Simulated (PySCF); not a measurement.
C3H5FS.
Atom-mapped SMILES: `[F:1][CH2:2][C@H:3]1[CH2:4][S:5]1` (hydrogens: H6, H7 on C2; H8 on C3; H9, H10 on C4)

The same species was optimised twice, with GFN2-xTB and with PBE0-D3(BJ)/def2-SVP (PySCF), and the same property calculations (PySCF, gas phase) were run on both structures.

```json
{"coordinate": "C4–H10 (Å)", "GFN2-xTB": "1.082", "PBE0-D3(BJ)/def2-SVP": "1.096", "change": "+0.014"}
{"coordinate": "C4–H9 (Å)", "GFN2-xTB": "1.081", "PBE0-D3(BJ)/def2-SVP": "1.094", "change": "+0.013"}
{"coordinate": "C3–H8 (Å)", "GFN2-xTB": "1.085", "PBE0-D3(BJ)/def2-SVP": "1.097", "change": "+0.012"}
{"coordinate": "C4–S5 (Å)", "GFN2-xTB": "1.801", "PBE0-D3(BJ)/def2-SVP": "1.811", "change": "+0.010"}
{"coordinate": "C3–S5 (Å)", "GFN2-xTB": "1.800", "PBE0-D3(BJ)/def2-SVP": "1.808", "change": "+0.008"}
{"coordinate": "C2–H6 (Å)", "GFN2-xTB": "1.095", "PBE0-D3(BJ)/def2-SVP": "1.103", "change": "+0.008"}
{"coordinate": "C2–H7 (Å)", "GFN2-xTB": "1.095", "PBE0-D3(BJ)/def2-SVP": "1.102", "change": "+0.007"}
{"coordinate": "C2–C3 (Å)", "GFN2-xTB": "1.507", "PBE0-D3(BJ)/def2-SVP": "1.501", "change": "-0.006"}
{"coordinate": "C3–C4 (Å)", "GFN2-xTB": "1.484", "PBE0-D3(BJ)/def2-SVP": "1.479", "change": "-0.005"}
{"coordinate": "F1–C2 (Å)", "GFN2-xTB": "1.375", "PBE0-D3(BJ)/def2-SVP": "1.373", "change": "-0.002"}
{"coordinate": "F1–C2–H6 (°)", "GFN2-xTB": "107.2", "PBE0-D3(BJ)/def2-SVP": "109.4", "change": "+2.2"}
{"coordinate": "F1–C2–H7 (°)", "GFN2-xTB": "106.8", "PBE0-D3(BJ)/def2-SVP": "108.6", "change": "+1.8"}
{"coordinate": "H6–C2–H7 (°)", "GFN2-xTB": "110.2", "PBE0-D3(BJ)/def2-SVP": "108.6", "change": "-1.6"}
{"coordinate": "C3–C2–H6 (°)", "GFN2-xTB": "111.2", "PBE0-D3(BJ)/def2-SVP": "109.7", "change": "-1.5"}
{"coordinate": "C3–C2–H7 (°)", "GFN2-xTB": "111.4", "PBE0-D3(BJ)/def2-SVP": "110.6", "change": "-0.8"}
{"coordinate": "C4–C3–H8 (°)", "GFN2-xTB": "117.6", "PBE0-D3(BJ)/def2-SVP": "116.9", "change": "-0.7"}
{"coordinate": "S5–C4–H10 (°)", "GFN2-xTB": "115.0", "PBE0-D3(BJ)/def2-SVP": "115.7", "change": "+0.7"}
{"coordinate": "C3–C4–H10 (°)", "GFN2-xTB": "118.4", "PBE0-D3(BJ)/def2-SVP": "117.8", "change": "-0.6"}
{"coordinate": "F1–C2–C3–C4 (°)", "GFN2-xTB": "86", "PBE0-D3(BJ)/def2-SVP": "83", "change": "-3"}
```

Rotational constants: A = 11358, B = 2253, C = 2027 MHz (GFN2-xTB) against A = 11317, B = 2258, C = 2031 MHz (PBE0-D3(BJ)/def2-SVP). Point groups within 0.08 Å: C1 and C1.

On the GFN2-xTB structure: HOMO (eV) -6.90 [PBE0/pcSseg-1]; LUMO (eV) 0.06 [PBE0/pcSseg-1]; dipole (D) 0.42 [PBE0/pcSseg-1]; GIAO shielding of F1 (ppm) 401.1 [PBE0/pcSseg-1]; GIAO shielding of C2 (ppm) 95.3 [PBE0/pcSseg-1]; GIAO shielding of C3 (ppm) 154.0 [PBE0/pcSseg-1]; GIAO shielding of C4 (ppm) 159.2 [PBE0/pcSseg-1]; GIAO shielding of S5 (ppm) 749.5 [PBE0/pcSseg-1].

Task: What do these properties become on the PBE0-D3(BJ)/def2-SVP structure?

Result: 
| property | level | on GFN2-xTB | on PBE0-D3(BJ)/def2-SVP | change |
| --- | --- | --- | --- | --- |
| HOMO (eV) | PBE0/pcSseg-1 | -6.90 | -6.92 | -0.02 |
| LUMO (eV) | PBE0/pcSseg-1 | 0.06 | 0.01 | -0.05 |
| dipole (D) | PBE0/pcSseg-1 | 0.42 | 0.39 | -0.03 |
| energy, GFN2-xTB geometry as zero (kcal/mol) | PBE0/pcSseg-1 | 0.0 | -0.3 | -0.3 |
| GIAO shielding of F1 (ppm) | PBE0/pcSseg-1 | 401.1 | 399.9 | -1.2 |
| GIAO shielding of C2 (ppm) | PBE0/pcSseg-1 | 95.3 | 95.0 | -0.3 |
| GIAO shielding of C3 (ppm) | PBE0/pcSseg-1 | 154.0 | 152.0 | -2.0 |
| GIAO shielding of C4 (ppm) | PBE0/pcSseg-1 | 159.2 | 155.9 | -3.3 |
| GIAO shielding of S5 (ppm) | PBE0/pcSseg-1 | 749.5 | 742.7 | -6.8 |

The heavy atoms differ by 0.016 Å rms after alignment. Among all bonds C4–H9 and C4–H10 change most and about equally (+0.013 to +0.014 Å). Changes are differences of the printed values. Neither structure is proved a minimum here.

Shape of the structure used: `[F:1][CH2:2][C@H:3]1[CH2:4][S:5]1`: F1–C2–C3–C4 83°.
